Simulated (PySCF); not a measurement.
Output of ΔSCF core-hole calculations on `N[SiH2]O`.

Method used: delta-SCF UKS SCAN, pcX-2 on the ionised atom, pcseg-1 elsewhere, spin-free X2C (PySCF). Atoms in this output count from 0. The cycles run on a coarse integration grid; for E(ground) and E(ion) the exchange–correlation energy is redone on a finer one, so they differ from the last cycle, and only they enter the binding energy.

Coordinates (Å, PBE0-D3(BJ)/def2-SVP):
```
N      1.209755     0.247322     0.037724
Si    -0.444145    -0.209248    -0.096249
O     -1.482119     1.032575     0.299613
H      1.673297     0.863325    -0.618588
H      1.867011    -0.318970     0.558524
H     -0.872573    -0.568921    -1.476476
H     -0.579009    -1.383815     0.820259
H     -1.278551     1.481599     1.125915
```

```
ground state, core basis on atom 1 (Si), 113 functions
  cycle   1  E = -423.19771516  |g| = 2.91e-01
  cycle   2  E = -423.19778123  |g| = 5.59e-02
  cycle   3  E = -423.19774202  |g| = 4.80e-02
  cycle   4  E = -423.19812857  |g| = 1.51e-02
  cycle   5  E = -423.19817427  |g| = 1.88e-03
  cycle   6  E = -423.19817601  |g| = 5.21e-04
  cycle   7  E = -423.19817474  |g| = 5.90e-05
  E(ground) = -423.19472933 Eh
hole in Si 1s of atom 1
  cycle   1  E = -354.25852251  |g| = 4.35e+00
  cycle   2  E = -354.47530710  |g| = 2.10e+00
  cycle   3  E = -354.97688374  |g| = 8.17e-01
  cycle   4  E = -355.24432583  |g| = 3.64e-01
  cycle   5  E = -355.29126606  |g| = 1.13e-01
  cycle   6  E = -355.29601852  |g| = 4.50e-02
  cycle   7  E = -355.29661777  |g| = 2.42e-02
  cycle   8  E = -355.29689466  |g| = 2.25e-03
  cycle   9  E = -355.29689771  |g| = 4.19e-04
  E(ion) = -355.30153409 Eh   <S^2> = 0.7520   hole on atom = 1.000
```

Problem. What is the Si 1s binding energy of atom 1?

Solution. (-355.301534 − (-423.194729)) Eh × 27.2114 eV/Eh = 1847.47 eV, for the oxygen-bound silicon.

Geometry: PBE0-D3(BJ)/def2-SVP, one conformer, isolated molecule.

The values belong to the conformer `[NH2:1][SiH2:2][OH:3]`: H–N1–Si2–O3 -73°, H–N1–Si2–O3 129°, H–O3–Si2–N1 -49°.
Labels such as C1 count atoms from 1, the log's own numbers from 0.
